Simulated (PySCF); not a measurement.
# Spin–spin coupling constants

Bonds (- single, = double, # triple, : aromatic): C1=C2 1.333 Å, C2-C3 1.502 Å, C3-C4 1.529 Å, C3-C5 1.522 Å, C5-F6 1.376 Å. C1 carries H7, H8; C2 carries H9; C3 carries H10; C4 carries H11, H12, H13; C5 carries H14, H15. Stereochemistry as in C=C[C@H](C)CF. H7 is cis to C3; H15 is pro-R; H14 is pro-S; H8 is trans to C3.

Couplings: B3LYP/pcJ-1 (spin–dipole term only in couplings to heteroatoms) in PySCF 2.14.0 with density-fitted response routines, geometry PBE0-D3(BJ)/def2-SVP; gas phase, one conformer, non-relativistic. Couplings are averaged over pairs made equivalent by symmetry, fast rotation or ring inversion, so a value needn't be that of the named pair in this geometry, while other rotamers aren't included; one pair stands for each set, and the list holds a selection of those of at least 1.5 Hz over up to four bonds. One-bond C–F couplings come out tens of Hz too large with common functionals.

Isotopes: 13C, 19F, 1H.

| pair | bonds | J (Hz) |
| --- | --- | --- |
| C1, C2 | 1 | 77.0 |
| C1, H7 | 1 | 163.4 |
| C1, H8 | 1 | 168.9 |
| C2, C3 | 1 | ? |
| C2, H9 | 1 | ? |
| C3, C4 | 1 | ? |
| C3, C5 | 1 | 38.2 |
| C3, H10 | 1 | 129.5 |
| C4, H11 | 1 | 134.5 |
| C5, F6 | 1 | -236.6 |
| C5, H14 | 1 | ? |
| C5, H15 | 1 | 156.1 |
| C3, H9 | 2 | 4.3 |
| C3, H11 | 2 | ? |
| C4, C5 | 2 | -2.1 |
| C5, H10 | 2 | ? |
| F6, H14 | 2 | ? |
| C1, C5 | 3 | 3.6 |
| C1, H10 | 3 | 6.8 |
| C2, F6 | 3 | 3.5 |
| C3, H8 | 3 | 11.9 |
| C4, F6 | 3 | 5.7 |
| F6, H10 | 3 | 34.2 |
| H7, H9 | 3 | ? |
| H8, H9 | 3 | 11.4 |
| H9, H10 | 3 | 11.3 |

Problem. Estimate the withheld couplings, with signs.

Solution. 
- 1J(C2,C3) = 44.4 Hz (bond length 1.502 Å)
- 1J(C2,H9) = 161.9 Hz (bond length 1.097 Å, sp2 carbon)
- 1J(C3,C4) = 36.0 Hz (bond length 1.529 Å)
- 1J(C5,H14) = 153.3 Hz (bond length 1.105 Å, sp3 carbon)
- 2J(C3,H11) = -3.3 Hz (mean over equivalent pairs that range from -4.5 to -2.6 Hz in this conformer)
- 2J(C5,H10) = 2.8 Hz (angle at C3 106°)
- 2J(F6,H14) = 54.3 Hz (angle at C5 108°)
- 3J(H7,H9) = 18.3 Hz (dihedral angle 180°)
